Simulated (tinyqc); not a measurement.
Worked calculation (part 1 of 3): UHF in the sto-6g basis, for NH3+, spin multiplicity 2. Computed by tinyqc, a small Python program that keeps every step (integrals from PySCF). Settings: charge = 1, multiplicity = 2, basis = sto-6g, energy threshold = 1e-09, iteration cap = 65, orthogonalisation = symmetric, start = atomic densities, DIIS depth = 0, damping = 0.2, method = UHF. Command: `OMP_NUM_THREADS=1 python tinyqc.py 23054 23055 out.jsonl` (the two numbers bound the seeds that draw the settings). One thread of a shared host (Intel(R) Xeon(R) Processor @ 2.60GHz), about 0.2 s of CPU time with the checks. Later iterations appear only in the table of the cycle.

## One-electron integrals

Geometry (angstrom):
```
atom          x          y         z
N      0.000000   0.000000  0.226000
H      0.965000   0.000000  0.000000
H     -0.483000   0.836000  0.000000
H     -0.483000  -0.836000  0.000000
```

Basis sto-6g: exponents (1/bohr^2) and contraction coefficients of normalised primitives:
```
element  l (shell)     exponent  coefficient
N            s (1)  1027.828458     0.009164
N            s (1)   188.451223     0.049361
N            s (1)    52.721861     0.168538
N            s (1)    18.111382     0.370563
N            s (1)     7.033180     0.416492
N            s (1)     2.896652     0.130334
N            s (2)    39.198808    -0.013253
N            s (2)     7.758467    -0.046992
N            s (2)     2.411326    -0.033785
N            s (2)     0.927724     0.250242
N            s (2)     0.402911     0.595117
N            s (2)     0.184684     0.240706
N            p (3)    39.198808     0.003760
N            p (3)     7.758467     0.037679
N            p (3)     2.411326     0.173897
N            p (3)     0.927724     0.418036
N            p (3)     0.402911     0.425860
N            p (3)     0.184684     0.101708
H            s (1)    35.523221     0.009164
H            s (1)     6.513144     0.049361
H            s (1)     1.822143     0.168538
H            s (1)     0.625955     0.370563
H            s (1)     0.243077     0.416492
H            s (1)     0.100112     0.130334
```

Overlap, kinetic and nuclear-attraction integrals over the contracted functions; the nuclear repulsion is the sum of Za Zb / Rab.

nuclear repulsion = 12.15821733 hartree

overlap S, lower triangle:
```
           1N 1s     1N 2s     1N 2px     1N 2py     1N 2pz     2H 1s     3H 1s     4H 1s
1N 1s   1.000000
1N 2s   0.229416  1.000000
1N 2px  0.000000  0.000000   1.000000
1N 2py  0.000000  0.000000   0.000000   1.000000
1N 2pz  0.000000  0.000000   0.000000   0.000000   1.000000
2H 1s   0.063181  0.509105   0.434637   0.000000  -0.101791  1.000000
3H 1s   0.063112  0.508801  -0.217360   0.376217  -0.101705  0.199514  1.000000
4H 1s   0.063112  0.508801  -0.217360  -0.376217  -0.101705  0.199514  0.199516  1.000000
```

kinetic energy T (hartree), lower triangle:
```
            1N 1s     1N 2s     1N 2px     1N 2py     1N 2pz      2H 1s      3H 1s     4H 1s
1N 1s   22.236411
1N 2s   -0.678745  0.632900
1N 2px   0.000000  0.000000   1.901294
1N 2py   0.000000  0.000000   0.000000   1.901294
1N 2pz   0.000000  0.000000   0.000000   0.000000   1.901294
2H 1s   -0.003784  0.131494   0.289566   0.000000  -0.067815   0.768522
3H 1s   -0.003804  0.131286  -0.144696   0.250447  -0.067705  -0.002990   0.768522
4H 1s   -0.003804  0.131286  -0.144696  -0.250447  -0.067705  -0.002990  -0.002990  0.768522
```

nuclear attraction V (hartree), lower triangle:
```
             1N 1s      1N 2s     1N 2px     1N 2py     1N 2pz      2H 1s      3H 1s      4H 1s
1N 1s   -48.274726
1N 2s    -5.014407  -8.387734
1N 2px   -0.000007  -0.000033  -8.445004
1N 2py    0.000000   0.000000   0.000000  -8.444755
1N 2pz    0.011945   0.128263   0.000027   0.000000  -8.272580
2H 1s    -1.575048  -3.565752  -2.782797   0.000000   0.688537  -5.489467
3H 1s    -1.573285  -3.563089   1.391421  -2.408304   0.687843  -1.214753  -5.487931
4H 1s    -1.573285  -3.563089   1.391421   2.408304   0.687843  -1.214753  -1.214517  -5.487931
```

core Hamiltonian H = T + V (hartree), lower triangle:
```
             1N 1s      1N 2s     1N 2px     1N 2py     1N 2pz      2H 1s      3H 1s      4H 1s
1N 1s   -26.038316
1N 2s    -5.693153  -7.754833
1N 2px   -0.000007  -0.000033  -6.543710
1N 2py    0.000000   0.000000   0.000000  -6.543460
1N 2pz    0.011945   0.128263   0.000027   0.000000  -6.371286
2H 1s    -1.578832  -3.434258  -2.493232   0.000000   0.620722  -4.720945
3H 1s    -1.577088  -3.431802   1.246724  -2.157857   0.620138  -1.217743  -4.719408
4H 1s    -1.577088  -3.431802   1.246724   2.157857   0.620138  -1.217743  -1.217507  -4.719408
```

## Two-electron integrals

Functions are numbered as in S; the eight-fold symmetry (ij|kl) = (ji|kl) = (kl|ij) leaves the list below.

Two-electron integrals (ij|kl) in chemists' order, unique and non-zero (hartree):
```
(11|11) 4.168742    (21|11) 0.583648    (21|21) 0.104114    (22|11) 0.968487
(22|21) 0.214450    (22|22) 0.708398    (31|31) 0.022075    (32|31) 0.033611
(32|32) 0.156576    (33|11) 0.968488    (33|21) 0.214450    (33|22) 0.708398
(33|33) 0.763241    (41|41) 0.022075    (42|41) 0.033611    (42|42) 0.156576
(43|43) 0.041133    (44|11) 0.968488    (44|21) 0.214450    (44|22) 0.708398
(44|33) 0.680975    (44|44) 0.763241    (51|51) 0.022075    (52|51) 0.033611
(52|52) 0.156576    (53|53) 0.041133    (54|54) 0.041133    (55|11) 0.968488
(55|21) 0.214450    (55|22) 0.708398    (55|33) 0.680975    (55|44) 0.680975
(55|55) 0.763241    (61|11) 0.171611    (61|21) 0.029329    (61|22) 0.059052
(61|31) 0.001595    (61|32) 0.003108    (61|33) 0.059357    (61|44) 0.058887
(61|51) -0.000374   (61|52) -0.000728   (61|53) -0.000110   (61|55) 0.058913
(61|61) 0.008454    (62|11) 0.386892    (62|21) 0.086703    (62|22) 0.312687
(62|31) 0.007526    (62|32) 0.053374    (62|33) 0.323789    (62|44) 0.306666
(62|51) -0.001763   (62|52) -0.012500   (62|53) -0.004010   (62|55) 0.307606
(62|61) 0.024716    (62|62) 0.171279    (63|11) 0.285786    (63|21) 0.064974
(63|22) 0.249208    (63|31) 0.014734    (63|32) 0.093482    (63|33) 0.272487
(63|44) 0.237200    (63|51) -0.001166   (63|52) -0.009408   (63|53) -0.005705
(63|55) 0.237937    (63|61) 0.019445    (63|62) 0.164189    (63|63) 0.178694
(64|41) 0.009756    (64|42) 0.053310    (64|43) 0.010927    (64|54) -0.002559
(64|64) 0.023560    (65|11) -0.066930   (65|21) -0.015217   (65|22) -0.058364
(65|31) -0.001166   (65|32) -0.009408   (65|33) -0.058698   (65|44) -0.055552
(65|51) 0.010029    (65|52) 0.055513    (65|53) 0.011664    (65|55) -0.060842
(65|61) -0.004554   (65|62) -0.038452   (65|63) -0.036332   (65|65) 0.032068
(66|11) 0.516029    (66|21) 0.117758    (66|22) 0.480794    (66|31) 0.013869
(66|32) 0.129715    (66|33) 0.522493    (66|44) 0.458181    (66|51) -0.003248
(66|52) -0.030379   (66|53) -0.015062   (66|55) 0.461709    (66|61) 0.034084
(66|62) 0.323662    (66|63) 0.349002    (66|65) -0.081735   (66|66) 0.774999
(71|11) 0.171420    (71|21) 0.029297    (71|22) 0.058987    (71|31) -0.000797
(71|32) -0.001553   (71|33) 0.058939    (71|41) 0.001379    (71|42) 0.002688
(71|43) -0.000203   (71|44) 0.059174    (71|51) -0.000373   (71|52) -0.000727
(71|53) 0.000055    (71|54) -0.000095   (71|55) 0.058848    (71|61) 0.008257
(71|62) 0.023510    (71|63) 0.017163    (71|64) 0.000764    (71|65) -0.004329
(71|66) 0.031732    (71|71) 0.008435    (72|11) 0.386592    (72|21) 0.086636
(72|22) 0.312464    (72|31) -0.003762   (72|32) -0.026687   (72|33) 0.310729
(72|41) 0.006512    (72|42) 0.046191    (72|43) -0.007414   (72|44) 0.319278
(72|51) -0.001760   (72|52) -0.012487   (72|53) 0.002004    (72|54) -0.003469
(72|55) 0.307384    (72|61) 0.023518    (72|62) 0.132317    (72|63) 0.097258
(72|64) 0.014983    (72|65) -0.028855   (72|66) 0.201664    (72|71) 0.024670
(72|72) 0.171058    (73|11) -0.142891   (73|21) -0.032487   (73|22) -0.124610
(73|31) 0.010992    (73|32) 0.063315    (73|33) -0.131213   (73|41) -0.002155
(73|42) -0.017395   (73|43) 0.012365    (73|44) -0.123643   (73|51) 0.000583
(73|52) 0.004702    (73|53) -0.003343   (73|54) 0.001362    (73|55) -0.118974
(73|61) -0.007930   (73|62) -0.035699   (73|63) -0.009635   (73|64) -0.003088
(73|65) 0.007585    (73|66) -0.039835   (73|71) -0.009712   (73|72) -0.082050
(73|73) 0.062316    (74|11) 0.247322    (74|21) 0.056230    (74|22) 0.215681
(74|31) -0.002155   (74|32) -0.017395   (74|33) 0.208199    (74|41) 0.013477
(74|42) 0.083373    (74|43) -0.010500   (74|44) 0.232917    (74|51) -0.001008
(74|52) -0.008139   (74|53) 0.001362    (74|54) -0.004913   (74|55) 0.205926
(74|61) 0.015252    (74|62) 0.091731    (74|63) 0.066759    (74|64) 0.027158
(74|65) -0.019591   (74|66) 0.140101    (74|71) 0.016809    (74|72) 0.142017
(74|73) -0.067143   (74|74) 0.139738    (75|11) -0.066860   (75|21) -0.015201
(75|22) -0.058306   (75|31) 0.000583    (75|32) 0.004702    (75|33) -0.056283
(75|41) -0.001008   (75|42) -0.008139   (75|43) 0.001362    (75|44) -0.057853
(75|51) 0.010019    (75|52) 0.055466    (75|53) -0.005831   (75|54) 0.010092
(75|55) -0.060781   (75|61) -0.004330   (75|62) -0.028850   (75|63) -0.020747
(75|64) -0.003233   (75|65) 0.023576    (75|66) -0.047502   (75|71) -0.004544
(75|72) -0.038392   (75|73) 0.018151    (75|74) -0.031417   (75|75) 0.032017
(76|11) 0.128081    (76|21) 0.028843    (76|22) 0.109165    (76|31) 0.001036
(76|32) 0.008066    (76|33) 0.109717    (76|41) 0.001796    (76|42) 0.013985
(76|43) 0.000471    (76|44) 0.110264    (76|51) -0.000971   (76|52) -0.007562
(76|53) -0.000906   (76|54) -0.001571   (76|55) 0.107514    (76|61) 0.008076
(76|62) 0.055851    (76|63) 0.049438    (76|64) 0.005774    (76|65) -0.013920
(76|66) 0.101644    (76|71) 0.008067    (76|72) 0.055819    (76|73) -0.019731
(76|74) 0.045682    (76|75) -0.013910   (76|76) 0.021704    (77|11) 0.515811
(77|21) 0.117709    (77|22) 0.480640    (77|31) -0.006934   (77|32) -0.064870
(77|33) 0.474125    (77|41) 0.012002    (77|42) 0.112280    (77|43) -0.027850
(77|44) 0.506239    (77|51) -0.003245   (77|52) -0.030353   (77|53) 0.007529
(77|54) -0.013031   (77|55) 0.461557    (77|61) 0.031754    (77|62) 0.201747
(77|63) 0.141254    (77|64) 0.035614    (77|65) -0.047528   (77|66) 0.312999
(77|71) 0.034032    (77|72) 0.323419    (77|73) -0.174499   (77|74) 0.302031
(77|75) -0.081650   (77|76) 0.101644    (77|77) 0.774999    (81|11) 0.171420
(81|21) 0.029297    (81|22) 0.058987    (81|31) -0.000797   (81|32) -0.001553
(81|33) 0.058939    (81|41) -0.001379   (81|42) -0.002688   (81|43) 0.000203
(81|44) 0.059174    (81|51) -0.000373   (81|52) -0.000727   (81|53) 0.000055
(81|54) 0.000095    (81|55) 0.058848    (81|61) 0.008257    (81|62) 0.023510
(81|63) 0.017163    (81|64) -0.000764   (81|65) -0.004329   (81|66) 0.031732
(81|71) 0.008248    (81|72) 0.023492    (81|73) -0.009243   (81|74) 0.014473
(81|75) -0.004325   (81|76) 0.007752    (81|77) 0.031720    (81|81) 0.008435
(82|11) 0.386592    (82|21) 0.086636    (82|22) 0.312464    (82|31) -0.003762
(82|32) -0.026687   (82|33) 0.310729    (82|41) -0.006512   (82|42) -0.046191
(82|43) 0.007414    (82|44) 0.319278    (82|51) -0.001760   (82|52) -0.012487
(82|53) 0.002004    (82|54) 0.003469    (82|55) 0.307384    (82|61) 0.023518
(82|62) 0.132317    (82|63) 0.097258    (82|64) -0.014983   (82|65) -0.028855
(82|66) 0.201664    (82|71) 0.023492    (82|72) 0.132237    (82|73) -0.061617
(82|74) 0.076701    (82|75) -0.028831   (82|76) 0.044890    (82|77) 0.201638
(82|81) 0.024670    (82|82) 0.171058    (83|11) -0.142891   (83|21) -0.032487
(83|22) -0.124610   (83|31) 0.010992    (83|32) 0.063315    (83|33) -0.131213
(83|41) 0.002155    (83|42) 0.017395    (83|43) -0.012365   (83|44) -0.123643
(83|51) 0.000583    (83|52) 0.004702    (83|53) -0.003343   (83|54) -0.001362
(83|55) -0.118974   (83|61) -0.007930   (83|62) -0.035699   (83|63) -0.009635
(83|64) 0.003088    (83|65) 0.007585    (83|66) -0.039835   (83|71) -0.009243
(83|72) -0.061617   (83|73) 0.045551    (83|74) -0.034928   (83|75) 0.013176
(83|76) -0.015625   (83|77) -0.101499   (83|81) -0.009712   (83|82) -0.082050
(83|83) 0.062316    (84|11) -0.247322   (84|21) -0.056230   (84|22) -0.215681
(84|31) 0.002155    (84|32) 0.017395    (84|33) -0.208199   (84|41) 0.013477
(84|42) 0.083373    (84|43) -0.010500   (84|44) -0.232917   (84|51) 0.001008
(84|52) 0.008139    (84|53) -0.001362   (84|54) -0.004913   (84|55) -0.205926
(84|61) -0.015252   (84|62) -0.091731   (84|63) -0.066759   (84|64) 0.027158
(84|65) 0.019591    (84|66) -0.140101   (84|71) -0.014473   (84|72) -0.076701
(84|73) 0.034928    (84|74) -0.027979   (84|75) 0.016343    (84|76) -0.027036
(84|77) -0.104487   (84|81) -0.016809   (84|82) -0.142017   (84|83) 0.067143
(84|84) 0.139738    (85|11) -0.066860   (85|21) -0.015201   (85|22) -0.058306
(85|31) 0.000583    (85|32) 0.004702    (85|33) -0.056283   (85|41) 0.001008
(85|42) 0.008139    (85|43) -0.001362   (85|44) -0.057853   (85|51) 0.010019
(85|52) 0.055466    (85|53) -0.005831   (85|54) -0.010092   (85|55) -0.060781
(85|61) -0.004330   (85|62) -0.028850   (85|63) -0.020747   (85|64) 0.003233
(85|65) 0.023576    (85|66) -0.047502   (85|71) -0.004325   (85|72) -0.028831
(85|73) 0.013176    (85|74) -0.016343   (85|75) 0.023558    (85|76) -0.010864
(85|77) -0.047492   (85|81) -0.004544   (85|82) -0.038392   (85|83) 0.018151
(85|84) 0.031417    (85|85) 0.032017    (86|11) 0.128081    (86|21) 0.028843
(86|22) 0.109165    (86|31) 0.001036    (86|32) 0.008066    (86|33) 0.109717
(86|41) -0.001796   (86|42) -0.013985   (86|43) -0.000471   (86|44) 0.110264
(86|51) -0.000971   (86|52) -0.007562   (86|53) -0.000906   (86|54) 0.001571
(86|55) 0.107514    (86|61) 0.008076    (86|62) 0.055851    (86|63) 0.049438
(86|64) -0.005774   (86|65) -0.013920   (86|66) 0.101644    (86|71) 0.007752
(86|72) 0.044890    (86|73) -0.015625   (86|74) 0.027036    (86|75) -0.010864
(86|76) 0.017901    (86|77) 0.068287    (86|81) 0.008067    (86|82) 0.055819
(86|83) -0.019731   (86|84) -0.045682   (86|85) -0.013910   (86|86) 0.021704
(87|11) 0.128048    (87|21) 0.028836    (87|22) 0.109147    (87|31) -0.002075
(87|32) -0.016155   (87|33) 0.110522    (87|44) 0.109425    (87|51) -0.000971
(87|52) -0.007559   (87|53) 0.001814    (87|55) 0.107494    (87|61) 0.007759
(87|62) 0.044911    (87|63) 0.031227    (87|65) -0.010871   (87|66) 0.068288
(87|71) 0.008065    (87|72) 0.055815    (87|73) -0.029724   (87|74) 0.039908
(87|75) -0.013908   (87|76) 0.017901    (87|77) 0.101645    (87|81) 0.008065
(87|82) 0.055815    (87|83) -0.029724   (87|84) -0.039908   (87|85) -0.013908
(87|86) 0.017901    (87|87) 0.021704    (88|11) 0.515811    (88|21) 0.117709
(88|22) 0.480640    (88|31) -0.006934   (88|32) -0.064870   (88|33) 0.474125
(88|41) -0.012002   (88|42) -0.112280   (88|43) 0.027850    (88|44) 0.506239
(88|51) -0.003245   (88|52) -0.030353   (88|53) 0.007529    (88|54) 0.013031
(88|55) 0.461557    (88|61) 0.031754    (88|62) 0.201747    (88|63) 0.141254
(88|64) -0.035614   (88|65) -0.047528   (88|66) 0.312999    (88|71) 0.031720
(88|72) 0.201638    (88|73) -0.101499   (88|74) 0.104487    (88|75) -0.047492
(88|76) 0.068287    (88|77) 0.313000    (88|81) 0.034032    (88|82) 0.323419
(88|83) -0.174499   (88|84) -0.302031   (88|85) -0.081650   (88|86) 0.101644
(88|87) 0.101645    (88|88) 0.774999
```

## Orthogonalisation

S = U s U^T; symmetric (Loewdin) form X = U s^(-1/2) U^T, so that X^T S X = 1.

eigenvalues of S: 0.262556  0.358624  0.358920  0.940191  1.031818  1.441565  1.441863  2.164465

X, lower triangle:
```
            1N 1s      1N 2s     1N 2px     1N 2py    1N 2pz      2H 1s      3H 1s     4H 1s
1N 1s    1.023672
1N 2s   -0.151109   1.442847
1N 2px  -0.000002   0.000130   1.174242
1N 2py   0.000000   0.000000   0.000000   1.173969
1N 2pz   0.006354  -0.083008  -0.000033   0.000000  1.016317
2H 1s    0.020730  -0.340927  -0.335917   0.000000  0.067212   1.273865
3H 1s    0.020726  -0.340514   0.167911  -0.290610  0.067110  -0.054680   1.273441
4H 1s    0.020726  -0.340514   0.167911   0.290610  0.067110  -0.054680  -0.054644  1.273441
```

## Starting guess

The start is atomic minimal-basis densities projected into this basis (PySCF's MINAO start) and scaled to the electron count of each spin; this density is not idempotent, so its energy is not variational and may lie below the converged one.

D(alpha) at the start, lower triangle:
```
            1N 1s     1N 2s     1N 2px     1N 2py     1N 2pz     2H 1s     3H 1s     4H 1s
1N 1s    1.061004
1N 2s   -0.232249  1.025308
1N 2px   0.000000  0.000001   0.458465
1N 2py   0.000000  0.000000   0.000000   0.458499
1N 2pz  -0.002879  0.013284   0.000001   0.000000   0.492724
2H 1s   -0.006281  0.017103   0.028671   0.000000  -0.001421  0.483459
3H 1s   -0.006278  0.017102  -0.014348   0.024839  -0.001421  0.028999  0.483450
4H 1s   -0.006278  0.017102  -0.014348  -0.024839  -0.001421  0.028999  0.029008  0.483450
```

D(beta) at the start, lower triangle:
```
            1N 1s     1N 2s     1N 2px     1N 2py     1N 2pz     2H 1s     3H 1s     4H 1s
1N 1s    0.848803
1N 2s   -0.185799  0.820246
1N 2px   0.000000  0.000001   0.366772
1N 2py   0.000000  0.000000   0.000000   0.366799
1N 2pz  -0.002303  0.010627   0.000001   0.000000   0.394179
2H 1s   -0.005025  0.013682   0.022937   0.000000  -0.001137  0.386767
3H 1s   -0.005022  0.013682  -0.011478   0.019871  -0.001137  0.023199  0.386760
4H 1s   -0.005022  0.013682  -0.011478  -0.019871  -0.001137  0.023199  0.023207  0.386760
```
